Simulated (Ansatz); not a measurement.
Relaxation of C$_{3}$H$_{5}$FO$_{2}$ (11 atoms, charge 0, multiplicity 1), to a largest force component of 0.015 eV/Å in at most 40 steps.

Theory: RKS PBE-D4/def2-SVP in Ansatz 0.2.0.

```xyz
11
Properties=species:S:1:pos:R:3
C -0.019 -1.536 0.083
C -0.178 -0.366 0.781
O -0.476 -0.476 2.111
O 0.030 0.928 0.318
C 0.015 1.965 1.286
F 0.337 3.111 0.586
H 0.168 -1.523 -0.985
H -0.157 -2.431 0.563
H -0.473 0.462 2.477
H -1.003 2.060 1.638
H 0.754 1.821 2.059
```

Where does it end, and by what steps?

The run converged. After 30 steps the energy has fallen by 0.928 eV; H9 moved furthest, 1.51 Å.

```csv
step,energy less start (eV),largest force component (eV/Å),accepted
0,0.0000,4.067,yes
2,-0.3768,0.444,yes
4,-0.4205,1.092,yes
6,-0.5360,0.504,yes
8,-0.6127,0.275,yes
10,-0.6184,0.479,yes
12,-0.6631,0.222,yes
14,-0.7383,0.255,yes
16,-0.7617,0.325,yes
18,-0.7687,0.103,yes
20,-0.7856,0.517,yes
22,-0.8302,0.312,yes
24,-0.8768,0.782,yes
26,-0.8566,0.908,no
28,-0.9256,0.207,yes
30,-0.9277,0.013,yes
```

```xyz
11
Properties=species:S:1:pos:R:3
C 0.357 -0.907 0.318
C -0.478 -0.396 1.247
O -1.187 -1.146 2.116
O -0.750 0.942 1.449
C 0.158 1.878 0.954
F 0.013 2.059 -0.403
H 0.803 -0.269 -0.451
H 0.526 -1.990 0.298
H -1.570 -0.533 2.774
H -0.079 2.834 1.465
H 1.203 1.544 1.149
```

The run took 52 s on 2 threads of Arm Neoverse V2, on a shared host, peak memory 0.16 GiB.
